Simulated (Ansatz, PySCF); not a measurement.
This PySCF input computes a CCSD(T)/cc-pVDZ energy:

```python
from pyscf import gto, scf, mp, cc as ccmod

mol = gto.M(
    atom='''
    C    -0.90662125    0.03356361    0.01032845
    O    -0.65976389   -1.22345915    0.01905495
    O     0.01796517    0.87372362   -0.00828984
    H    -1.92429970    0.42273406    0.01867193
    C     1.44997031    0.46407951   -0.02130595
    H     1.98517887    1.40495353   -0.03628633
    H     1.64490934   -0.10607014    0.88265114
    H     1.62376902   -0.12272839   -0.91889202
    H    -1.45526222   -1.78686349    0.03359938
    ''',
    basis='cc-pvdz',
    charge=1,
    spin=0,
    verbose=4,
)

mf = scf.RHF(mol)
mf.conv_tol = 1e-10
mf.max_cycle = 100
mf.kernel()
mp2 = mp.MP2(mf, frozen=4).run()
cc = ccmod.CCSD(mf, frozen=4)
cc.max_cycle = 100
cc.kernel()
et = cc.ccsd_t()
print(f'E(CCSD(T)) = {cc.e_tot + et:.9f}')
```

**Question.** Write an input for the same energy in Ansatz (a program for electronic structure) and say what it gives.

**Answer.** 
Ansatz 0.2 input:
```yaml
crystal:
  periodic: [false, false, false]
  atoms:
    - {symbol: C, position_ang: [-0.90662125, 0.03356361, 0.01032845]}
    - {symbol: O, position_ang: [-0.65976389, -1.22345915, 0.01905495]}
    - {symbol: O, position_ang: [0.01796517, 0.87372362, -0.00828984]}
    - {symbol: H, position_ang: [-1.92429970, 0.42273406, 0.01867193]}
    - {symbol: C, position_ang: [1.44997031, 0.46407951, -0.02130595]}
    - {symbol: H, position_ang: [1.98517887, 1.40495353, -0.03628633]}
    - {symbol: H, position_ang: [1.64490934, -0.10607014, 0.88265114]}
    - {symbol: H, position_ang: [1.62376902, -0.12272839, -0.91889202]}
    - {symbol: H, position_ang: [-1.45526222, -1.78686349, 0.03359938]}
basis:
  gaussian:
    orbitals: cc-pVDZ
total_charge: 1
magnetization: {spin_polarized: false}
correlation: {method: ccsd_t, electrons: outside_noble_gas}
```
It gives -228.80740 Eh, and PySCF -228.80741 Eh, a difference of 0.01 mEh.

It need not be the lowest isomer of its formula.
